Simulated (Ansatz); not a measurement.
## BGeCl, triplet in cc-pVDZ: errors against UCCSDT(Q)

Geometry: that of the BGeCl, singlet, kept fixed.

| atom | x (Å) | y (Å) | z (Å) |
| --- | --- | --- | --- |
| B | 0.0000 | -1.6236 | -0.6775 |
| Ge | 0.0000 | 0.0874 | 0.8048 |
| Cl | 0.0000 | 0.3161 | -1.4425 |

Basis cc-pVDZ; Ansatz 0.2.0. Correlated methods freeze the noble-gas cores and the filled d shells of p-block atoms, which leaves 14 electrons in 39 orbitals. Prefix R: restricted or restricted open-shell reference; prefix U: unrestricted. Active spaces: valence = (12e, 11o, short of the full valence) chosen from the atoms' valence shells. No spin–orbit coupling is included, and no scalar relativity.

Full CI isn't at hand for all of this; UCCSDT(Q) serves as the reference, and is uncertain by the last step of the cluster series or more. The frozen core follows each run's orbitals, which can shift R against U totals by a few meV for light atoms and by up to 0.1 eV past Ca.

The UHF ⟨S²⟩ is 2.066 and the T1 diagnostic (RCCSD) is 0.0446. The largest doubles amplitude (RCCSD) is 0.080. The T1 diagnostic (UCCSD) is 0.0417.

```tsv
level	E − E(UHF) (eV)
UMP2	-6.8825
UCCSD	-7.9856
UCCSD(T)	-8.3134
```

(1) Estimate how far UCCSDT(Q) in cc-pVDZ lies from UCCSD(T). The table doesn't fix it; the size of (T) and the diagnostics are the guide.

(1) UCCSDT(Q) in cc-pVDZ lies 89 meV below UCCSD(T), which is 27 % of the (T) step (-328 meV). T1 is raised, and the rest is a large part of (T). The miss exceeds 1 kcal/mol.

The other levels:

```json
{"level": "UCCSDT", "E − E(UCCSDT(Q)) (meV)": "31", "wall time": "–"}
```

Run but not shown, since their state, orbitals or frozen core can't be matched to the reference's or they repeat it: RHF, RMP2, RCCSD, RCCSD(T), BCCD(T), RCCSDT, RCCSDT(Q), CASSCF (valence space), NEVPT2 (valence space).

Natural occupations of CASSCF (valence space) about the gap: 1.984 1.978 1.964 1.902 1.007 0.978 0.075 0.055 0.036 0.029; effectively unpaired electrons, Σ n²(2−n)², 2.08.
